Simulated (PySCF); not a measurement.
Diketocyclobutene, C₄H₂O₂.
Bonds: O1–C2 (double), C2–C3, C3–C4 (double), C4–C5, C5–O6 (double), C2–C5. Hydrogens: H7 on C3; H8 on C4.

The same species was optimised twice, with GFN2-xTB and with PBE0-D3(BJ)/def2-SVP (PySCF), and the same property calculations (PySCF, gas phase) were run on both structures.

| coordinate | GFN2-xTB | PBE0-D3(BJ)/def2-SVP | change |
| --- | --- | --- | --- |
| C2–C5 (Å) | 1.554 | 1.574 | +0.020 |
| C2–C3 (Å) | 1.494 | 1.509 | +0.015 |
| C4–C5 (Å) | 1.494 | 1.509 | +0.015 |
| C3–C4 (Å) | 1.350 | 1.355 | +0.005 |
| O1=C2 (Å) | 1.191 | 1.189 | -0.002 |
| C5=O6 (Å) | 1.191 | 1.189 | -0.002 |
| O1–C2–C3 (°) | 136.3 | 136.6 | +0.3 |
| C3–C4–C5 (°) | 93.9 | 94.2 | +0.3 |
| C2–C5–C4 (°) | 86.1 | 85.8 | -0.3 |
| C4–C5–O6 (°) | 136.3 | 136.6 | +0.3 |
| C3–C2–C5 (°) | 86.1 | 85.9 | -0.2 |
| C2–C3–C4 (°) | 93.9 | 94.1 | +0.2 |
| O1–C2–C5 (°) | 137.6 | 137.5 | -0.1 |
| C2–C5–O6 (°) | 137.6 | 137.6 | 0.0 |

Rotational constants: A = 6187, B = 4310, C = 2540 MHz (GFN2-xTB) against A = 6101, B = 4260, C = 2508 MHz (PBE0-D3(BJ)/def2-SVP). Point groups within 0.08 Å: C2v and C2v.

On the GFN2-xTB structure: lowest singlet, TDDFT (eV) 3.14 [B3LYP/def2-SVPD]; lowest triplet, Tamm–Dancoff (eV) 2.82 [B3LYP/def2-SVPD]; isotropic polarisability (au) 49.8 [B3LYP/def2-SVPD]; HOMO (eV) -7.29 [B3LYP/def2-SVPD]; LUMO (eV) -2.80 [B3LYP/def2-SVPD]; dipole (D) 4.83 [B3LYP/def2-SVPD]; HOMO (eV) -7.44 [PBE0/pcSseg-1]; LUMO (eV) -2.50 [PBE0/pcSseg-1]; dipole (D) 4.50 [PBE0/pcSseg-1]; GIAO shielding of O1/O6 (mean) (ppm) -305.4 [PBE0/pcSseg-1]; GIAO shielding of C2/C5 (mean) (ppm) -16.1 [PBE0/pcSseg-1]; GIAO shielding of C3/C4 (mean) (ppm) -15.6 [PBE0/pcSseg-1].

Question: What do these properties become on the PBE0-D3(BJ)/def2-SVP structure?

Answer: 
```tsv
property	level	on GFN2-xTB	on PBE0-D3(BJ)/def2-SVP	change
lowest singlet, TDDFT (eV)	B3LYP/def2-SVPD	3.14	3.17	+0.03
lowest triplet, Tamm–Dancoff (eV)	B3LYP/def2-SVPD	2.82	2.84	+0.02
isotropic polarisability (au)	B3LYP/def2-SVPD	49.8	50.3	+0.5
HOMO (eV)	B3LYP/def2-SVPD	-7.29	-7.28	+0.01
LUMO (eV)	B3LYP/def2-SVPD	-2.80	-2.76	+0.04
dipole (D)	B3LYP/def2-SVPD	4.83	4.76	-0.07
energy, GFN2-xTB geometry as zero (kcal/mol)	B3LYP/def2-SVPD	0.0	-0.6	-0.6
HOMO (eV)	PBE0/pcSseg-1	-7.44	-7.43	+0.01
LUMO (eV)	PBE0/pcSseg-1	-2.50	-2.47	+0.03
dipole (D)	PBE0/pcSseg-1	4.50	4.44	-0.06
energy, GFN2-xTB geometry as zero (kcal/mol)	PBE0/pcSseg-1	0.0	-0.2	-0.2
GIAO shielding of O1/O6 (mean) (ppm)	PBE0/pcSseg-1	-305.4	-300.2	+5.2
GIAO shielding of C2/C5 (mean) (ppm)	PBE0/pcSseg-1	-16.1	-16.7	-0.6
GIAO shielding of C3/C4 (mean) (ppm)	PBE0/pcSseg-1	-15.6	-17.7	-2.1
```

The heavy atoms differ by 0.010 Å rms after alignment. Among bonds between heavy atoms C2–C5 changes most (+0.020 Å). Changes are differences of the printed values. Neither structure is proved a minimum here.
